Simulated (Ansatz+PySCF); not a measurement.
Two shapes of doublet SiH₃.

Shape 1:

```xyz
4

Si    0.0000    0.0000    0.0795
H     1.4244    0.0000   -0.3709
H    -0.7122    1.2336   -0.3709
H    -0.7122   -1.2336   -0.3709
```

Shape 2:

```xyz
4

Si   -0.0207   -0.0409    0.0595
H     1.4529   -0.0411   -0.3698
H    -0.7381    1.2618   -0.3387
H    -0.6996   -1.2138   -0.4150
```

Basis set: def2-SVP (spherical functions). Correlated methods keep 5 orbitals frozen. Correlation on ROHF uses semicanonical orbitals with singles. Charge 0, multiplicity 2.

Computed with Ansatz (development build ahead of 0.2.0); each method stands on the lowest determinant of its kind that the runs found.

Question: Which shape is lower in energy, and by how much in each method?

Answer:

```
                        method  E(2) − E(1) (eV)
                       UHF-MP2             0.075
                  ROHF-CCSD(T)             0.071
r²SCAN (restricted open-shell)             0.066
         r²SCAN (unrestricted)             0.065
 ωB97X (restricted open-shell)             0.069
```

Shape 1 is lower.
